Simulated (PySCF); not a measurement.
# Molecular orbitals of AlP

revPBE at R = 2.215 Å; PySCF, spin-free X2C with a Gaussian nucleus, basis sets Al x2c-TZVPPall, P x2c-TZVPPall. State: ³Π (triplet), unpaired electrons σ ↑, π ↑. Only the outer orbitals are listed, counted within each symmetry.

| spin | orbital | occ. | ε (eV) | on Al (%) | main shells (%) |
| --- | --- | --- | --- | --- | --- |
| α | 7σ | 1 | -14.30 | 14 | 84 P s, 9 Al s |
| α | 8σ | 1 | -8.46 | 59 | 58 Al s, 31 P p, 10 P s |
| α | 3π | 1 | -6.09 | 18 | 81 P p, 15 Al p |
| α | 9σ | 1 | -5.60 | 58 | 41 P p, 34 Al p, 24 Al s |
| α | 3π | 1 | -5.22 | 23 | 76 P p, 21 Al p |
| α | 4π | 0 | -2.52 | 85 | 82 Al p, 13 P p |
| α | 4π | 0 | -2.16 | 81 | 76 Al p, 18 P p |
| α | 10σ | 0 | 0.02 | 106 | 81 Al p, 15 Al s, 11 Al d |
| β | 7σ | 1 | -13.06 | 19 | 79 P s, 12 Al s |
| β | 8σ | 1 | -7.57 | 61 | 59 Al s, 27 P p, 11 P s |
| β | 3π | 1 | -4.86 | 27 | 72 P p, 24 Al p |
| β | 3π | 0 | -4.42 | 31 | 68 P p, 28 Al p |
| β | 9σ | 0 | -4.29 | 56 | 43 P p, 30 Al p, 26 Al s |
| β | 4π | 0 | -1.75 | 77 | 75 Al p, 21 P p |

Task: Which are the highest filled and the lowest empty level, where do they sit, and how wide is the gap?

Result: Highest filled β 3π at -4.86 eV (in %: 72 P p, 24 Al p); lowest empty β 3π at -4.42 eV (in %: 68 P p, 28 Al p); the gap at revPBE is 0.44 eV. Both belong to one degenerate shell, split only by its one-sided filling, so this is no excitation gap.

- bond order (Mayer): 2.01
- ⟨S²⟩: 2.008
- charge on Al (Mulliken, basis-dependent): 0.19
- charge on Al (Löwdin, basis-dependent): -0.14
- dipole moment (positive dipole means Al(−)P(+)): -2.16 D

Shares are Mulliken populations and can fall outside 0 to 100 %.

The state was picked by a PBE0 search and need not be the measured ground state.
